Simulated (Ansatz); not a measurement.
## Breaking a bond in HF (SMILES F)

The species is HF (2 atoms), meant as a singlet with charge 0. SMILES: `F`. The coordinates come from a PBE0-D4/def2-TZVP relaxation.

```jsonl
{"atom": "F", "x (Å)": "-0.3900", "y (Å)": "0.1446", "z (Å)": "-0.1964"}
{"atom": "H", "x (Å)": "0.3900", "y (Å)": "-0.1446", "z (Å)": "0.1964"}
```

The F1–H2 distance is scanned; the parts on either side stay rigid. Basis cc-pVDZ, 1 core orbital frozen in the correlated methods; program Ansatz 0.2.0. FCI is exact within this basis and core. Energies in eV from each method's value at 0.920 Å; methods without a U are spin-restricted. The shape above is that at 0.920 Å.

```
distance (Å)  SVWN5  B2PLYP  RPA@PBE  CCSD(T)   FCI
       0.920   0.00    0.00     0.00     0.00  0.00
       1.150   0.78    0.92     0.84     0.95  0.95
       1.380   2.20    2.43     2.23     2.44  2.43
       1.840   4.61    4.88     4.30     4.50  4.51
       2.300   6.09    6.21     4.98     5.06  5.26
```

Departure from the FCI curve at its largest: SVWN5 +0.84 eV at 2.30 Å; B2PLYP +0.95 eV at 2.30 Å; RPA@PBE -0.28 eV at 2.30 Å; CCSD(T) -0.19 eV at 2.30 Å. For the functionals part of the departure is owed to the small basis.
